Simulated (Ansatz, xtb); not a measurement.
Two isomers of C3H7NS

We compare X, `[H]/N=C/CCS`, a singlet, with Y, `C/N=C/CS`, a singlet. Both are isolated molecules in the gas phase, relaxed with PBE0-D3(BJ)/def2-SVP, each in the lowest conformer that the search found.

Energies in hartree; the thermal terms are from PBE0-D3(BJ)/def2-SVP harmonic frequencies (ideal gas, rigid rotor, one conformer each, 298.15 K, 1 atm) and include the zero-point energy:

```
                              X           Y
E, CCSD(T)/def2-SVP  −570.179975  −570.175129
    E, MP2/def2-SVP  −570.096654  −570.091552
  E, MP2/def2-TZVPP  −570.603984  −570.598620
  zero-point energy     0.097720     0.096810
       H(298 K) − E     0.105100     0.104331
       G(298 K) − E     0.067121     0.066302
```

Correct the CCSD(T) difference for the basis set by the MP2 change, then work out ΔE, ΔE₀, ΔH and ΔG for X → Y in kJ/mol (1 Eh = 2625.50 kJ/mol) and the equilibrium ratio [Y]/[X].

1. Differences Y − X: CCSD(T) +0.004846, MP2 in the small set +0.005102, MP2 in the large set +0.005364 Eh.
2. ΔE = +0.004846 + (+0.005364 − (+0.005102)) = +0.005108 Eh = +13.41 kJ/mol.
3. ΔE₀ = ΔE + ΔZPE = +0.005108 + (−0.000910) Eh = +11.02 kJ/mol.
4. ΔH = ΔE + (−0.000769) Eh = +11.39 kJ/mol.
5. ΔG = ΔE + (−0.000819) Eh = +11.26 kJ/mol, so ΔS = (ΔH − ΔG)/T = +0.4 J/(mol K).
6. kT = 0.9442 mEh, so K = [Y]/[X] = exp(−ΔG/kT) = exp(−4.54) ≈ 0.011.

Structure X is favoured at this temperature. An error of 4 kJ/mol in ΔG would change K by a factor of 5. GFN2-xTB, HF/STO-3G gave ΔE the other sign. Mirror images and further conformers aren't counted.

As drawn, Y has 1 C–N, 1 C–H in place of 1 N–H, 1 C–C.

Other levels gave ΔE = −28.1 (GFN2-xTB); −10.8 (HF/STO-3G, GFN2-xTB geometries); +5.1 (r2SCAN-D4/def2-SVP, GFN2-xTB geometries); +8.9 (PBE0-D3(BJ)/def2-SVP); +8.7 (HF/def2-SVP); +13.4 (MP2/def2-SVP); +12.7 (CCSD(T)/def2-SVP) kJ/mol. The correlated steps freeze 9 core orbitals. Programs: Ansatz 0.2.0, xtb 6.7.1.
